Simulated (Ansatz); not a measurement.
SiH$_{5}$SF, singlet: a nudged elastic band.

in.yaml

```yaml
crystal:
  periodic: [false, false, false]
  atoms:
    - {symbol: Si, position_ang: [-0.539255, 0.382829, -1.184848]}
    - {symbol: F, position_ang: [1.052335, 0.268616, -1.008597]}
    - {symbol: H, position_ang: [-1.125603, -0.973589, -1.111413]}
    - {symbol: H, position_ang: [-1.073360, 1.260960, -0.119672]}
    - {symbol: H, position_ang: [-0.787017, 0.983056, -2.518405]}
    - {symbol: H, position_ang: [1.440242, -0.948644, 1.234423]}
    - {symbol: S, position_ang: [0.429465, -1.102679, 2.103524]}
    - {symbol: H, position_ang: [0.603192, 0.129450, 2.604989]}
basis:
  gaussian: {orbitals: def2-SVP}
hamiltonian: {xc: pbe0, dispersion: d4}
neb:
  images: 1
  climbing: true
  max_iterations: 30
  initial_path: idpp
  final_atoms:
    - {symbol: Si, position_ang: [-1.020448, 0.300032, -0.342243]}
    - {symbol: F, position_ang: [2.458070, -0.912446, -0.672551]}
    - {symbol: H, position_ang: [-1.471536, -0.878482, -1.115525]}
    - {symbol: H, position_ang: [-2.182364, 1.076384, 0.153109]}
    - {symbol: H, position_ang: [-0.135683, 1.167711, -1.152870]}
    - {symbol: H, position_ang: [1.812068, -0.859253, 0.003129]}
    - {symbol: S, position_ang: [0.068597, -0.539941, 1.319169]}
    - {symbol: H, position_ang: [0.471297, 0.645993, 1.807781]}
```

Run by:

```bash
ansatz run in.yaml --threads 2 --pin off --events-out ev --progress --plain --max-ram 4352MiB
```

The run's output (Ansatz 0.2.0):

```
Functional definition: PBE0
  name "PBE0"
  cite "Adamo & Barone, J. Chem. Phys. 110, 6158 (1999) doi:10.1063/1.478522"
  cite "Perdew, Burke & Ernzerhof, Phys. Rev. Lett. 77, 3865 (1996) doi:10.1103/PhysRevLett.77.3865"
  parent pbe
  parameter a = 0.25
  parameter kappa = 0.804
  parameter beta = 0.06672455060314922
  exchange = (1 - a)*pbe_x(kappa = kappa, mu = beta*pi^2/3) + a*exact_x
  correlation = pbe_c(beta = beta)
764 factors; integrals over basis functions are off by at most 4.6e-4 eV
mean field evaluation 1: about -21493.2510 eV, gradient 2.7e1 eV
mean field evaluation 2: about -21492.2907 eV, gradient 3.8e1 eV
mean field evaluation 4: about -21494.4627 eV, gradient 7.0e-1 eV
mean field evaluation 8: about -21494.4702 eV, gradient 2.9e-3 eV
mean field -21494.47024387 eV, -789.9072119870 hartree, gradient 5.4e-5 eV, S^2 0.000000; 0 other end points of the search recorded, 0 dependent functions left out
the calculation of the forces begins
reference -21494.47026913 eV, -789.9072129152 hartree; 22, 22 occupied and 53, 53 virtual orbitals, 764 factors
766 factors; integrals over basis functions are off by at most 1.1e-3 eV
mean field evaluation 16: about -21493.9413 eV, gradient 5.3e-1 eV
mean field -21493.94957008 eV, -789.8880775782 hartree, gradient 9.4e-6 eV, S^2 0.000000; 0 other end points of the search recorded, 0 dependent functions left out
the calculation of the forces begins
reference -21493.94959142 eV, -789.8880783623 hartree; 22, 22 occupied and 53, 53 virtual orbitals, 766 factors
WARN: NEB end point (image 0): max|allowed force component| = 9.331e-1 eV/Å (the criterion of neb.relax_end_points is 1.000e-2). That is over neb.f_tol: it is no minimum, so the barrier can be far off. Relax it first
WARN: NEB end point (image 2): max|allowed force component| = 2.154e-1 eV/Å (the criterion of neb.relax_end_points is 1.000e-2). That is over neb.f_tol: it is no minimum, so the barrier can be far off. Relax it first
765 factors; integrals over basis functions are off by at most 1.1e-3 eV
mean field evaluation 32: about -21490.0988 eV, gradient 1.1e0 eV
mean field -21490.11130887 eV, -789.7470240804 hartree, gradient 4.9e-5 eV, S^2 0.000000; 0 other end points of the search recorded, 0 dependent functions left out
the calculation of the forces begins
reference -21490.11133129 eV, -789.7470249043 hartree; 22, 22 occupied and 53, 53 virtual orbitals, 765 factors
NEB iter   1: max|band force component| = 2.767e0 eV/Å  barrier→ = 4.3367 eV  barrier← = 3.8270 eV  Δτ_max = 0.2000 Å  (71 SCF iters)
NEB iter   2: max|band force component| = 1.683e0 eV/Å  barrier→ = 2.6923 eV  barrier← = 2.1825 eV  Δτ_max = 0.2000 Å  (29 SCF iters)
NEB iter   3: max|band force component| = 1.977e0 eV/Å  barrier→ = 2.0380 eV  barrier← = 1.5283 eV  Δτ_max = 0.1022 Å  (28 SCF iters)
NEB iter   4: max|band force component| = 1.133e0 eV/Å  barrier→ = 1.7387 eV  barrier← = 1.2290 eV  Δτ_max = 0.2000 Å  (28 SCF iters)
NEB iter   5: max|band force component| = 3.293e0 eV/Å  barrier→ = 1.8550 eV  barrier← = 1.3453 eV  Δτ_max = 0.0979 Å  (26 SCF iters)
NEB iter   6: max|band force component| = 5.828e-1 eV/Å  barrier→ = 1.5003 eV  barrier← = 0.9906 eV  Δτ_max = 0.0767 Å  (27 SCF iters)
NEB iter   7: max|band force component| = 5.881e-1 eV/Å  barrier→ = 1.4634 eV  barrier← = 0.9536 eV  CI = image 1  Δτ_max = 0.1983 Å  (23 SCF iters)
NEB iter   8: max|band force component| = 6.459e-1 eV/Å  barrier→ = 1.5859 eV  barrier← = 1.0761 eV  CI = image 1  Δτ_max = 0.1007 Å  (27 SCF iters)
NEB iter   9: max|band force component| = 9.052e-1 eV/Å  barrier→ = 1.6217 eV  barrier← = 1.1120 eV  CI = image 1  Δτ_max = 0.0493 Å  (27 SCF iters)
NEB iter  10: max|band force component| = 3.324e-1 eV/Å  barrier→ = 1.5683 eV  barrier← = 1.0585 eV  CI = image 1  Δτ_max = 0.0538 Å  (28 SCF iters)
NEB iter  11: max|band force component| = 1.128e-1 eV/Å  barrier→ = 1.5604 eV  barrier← = 1.0506 eV  CI = image 1  Δτ_max = 0.0143 Å  (24 SCF iters)
NEB iter  12: max|band force component| = 6.975e-2 eV/Å  barrier→ = 1.5586 eV  barrier← = 1.0489 eV  CI = image 1  Δτ_max = 0.0089 Å  (23 SCF iters)
NEB iter  13: max|band force component| = 3.760e-2 eV/Å  barrier→ = 1.5579 eV  barrier← = 1.0482 eV  CI = image 1  CI's point: of a kind that is not told: the force calls were inconclusive, a negative curvature could not be distinguished from the path's own, the only one lies far off the path, or fixed occupations may fill a level only in part  Δτ_max = 0.0000 Å  (720 SCF iters)
Total energy: -21493.01112026 eV, -789.8535901833 hartree
Atom 0 at    -0.625279     0.115447    -0.521258 Å, force     0.016917     0.001598     0.024129 eV/Å
Atom 1 at     1.243637    -0.260849    -0.913561 Å, force    -0.039193    -0.001414     0.002643 eV/Å
Atom 2 at    -1.242897    -1.201645    -0.819758 Å, force     0.017007     0.013983    -0.008777 eV/Å
Atom 3 at    -1.540407     0.953909     0.321809 Å, force     0.005540    -0.001480    -0.012064 eV/Å
Atom 4 at    -0.505982     0.958932    -1.751300 Å, force    -0.015657     0.000235    -0.017516 eV/Å
Atom 5 at     1.360034    -0.557876     0.176843 Å, force     0.023313    -0.014415    -0.005382 eV/Å
Atom 6 at     0.489318    -0.625823     1.546901 Å, force     0.002609     0.008373     0.010292 eV/Å
Atom 7 at     0.821575     0.617905     1.960325 Å, force    -0.010536    -0.006880     0.006673 eV/Å
Dipole moment:     0.060972     0.156542     0.127009 e Å

[the SCF lines of later steps are left out]
```

The lines “mean field evaluation” count trial sets of orbitals through the whole run, from several starts and some on an approximate energy, so they need not fall steadily or lie above the final value.

The run took about 50 s on 2 CPU threads of an Arm Neoverse V1 (shared host).


The run ended normally. One image cannot map a path; it gives at best a single point between the ends.